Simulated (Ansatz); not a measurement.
CN (charge -1): a ladder of basis sets, run with Ansatz's Python interface.

`run_basis.py`
```python
'''Basis-set convergence for CN(-).'''

import ansatz as az

FUNCTIONAL = 'b3lyp'
CHARGE = -1


def main() -> None:
    geometry = (
        az.Crystal.molecule()
        .atom('C', [0.0, 0.0, 0.0])
        .atom('N', [0.0, 0.0, 1.465])
    )

    calc = (
        geometry.calculation()
        .functional(FUNCTIONAL)
        .charge(CHARGE)
    )

    energies = {}
    for basis in ['STO-3G', '6-31G', '6-31G*', 'def2-SVP', 'def2-SVPD', 'def2-TZVP', 'def2-TZVPP']:
        summary = calc.basis(gaussian=basis).run(threads=1).report
        size = summary['n_frozen'] + summary['n_occupied'][0] + summary['n_virtual'][0]
        energies[basis] = (summary['reference_energy_ev'] / 27.211386246, summary['free_energy_ev'] / 27.211386246)
        print(f'{basis:14s} {size:4d} orbitals  reference {energies[basis][0]:14.6f} Ha  total {energies[basis][1]:14.6f} Ha')

    last = energies['def2-TZVPP'][1]
    for basis, (_, total) in energies.items():
        print(f'{basis:14s} lies {27.211386 * (total - last):9.4f} eV above def2-TZVPP')


if __name__ == '__main__':
    main()
```

How far does the total energy move along this ladder of basis sets?

Against STO-3G: 6-31G -1332.2 mHa, 6-31G* -1352.0 mHa, def2-SVP -1285.8 mHa, def2-SVPD -1302.3 mHa, def2-TZVP -1413.4 mHa and def2-TZVPP -1413.4 mHa. The last step alone is +0.00 mHa (these two sets differ little on atoms other than hydrogen).

What the script printed:

```console
$ python run_basis.py
STO-3G           10 orbitals  reference     -91.383181 Ha  total     -91.383181 Ha
6-31G            18 orbitals  reference     -92.715411 Ha  total     -92.715411 Ha
6-31G*           30 orbitals  reference     -92.735134 Ha  total     -92.735134 Ha
def2-SVP         28 orbitals  reference     -92.668984 Ha  total     -92.668984 Ha
def2-SVPD        40 orbitals  reference     -92.685455 Ha  total     -92.685455 Ha
def2-TZVP        62 orbitals  reference     -92.796567 Ha  total     -92.796567 Ha
def2-TZVPP       62 orbitals  reference     -92.796567 Ha  total     -92.796567 Ha
STO-3G         lies   38.4602 eV above def2-TZVPP
6-31G          lies    2.2083 eV above def2-TZVPP
6-31G*         lies    1.6717 eV above def2-TZVPP
def2-SVP       lies    3.4717 eV above def2-TZVPP
def2-SVPD      lies    3.0235 eV above def2-TZVPP
def2-TZVP      lies    0.0000 eV above def2-TZVPP
def2-TZVPP     lies    0.0000 eV above def2-TZVPP
```

Notes:
- The drop along the ladder measures the basis error, and is no property of the molecule.
- The geometry is a force-field or estimated start, not a minimum of this method, and the last set is no limit. Much of the fall in a total is atomic energy, which cancels in bond and reaction energies.
- b3lyp holds the VWN-RPA fit, as in Gaussian; the form of ORCA and Turbomole is b3lyp5.
- Totals across families of basis sets mostly measure their core functions.
- The spin state was assumed, and another may lie lower.
- Finished in 2.3 s on 1 thread of Arm Neoverse V1, on a shared host, peak memory 0.14 GiB.
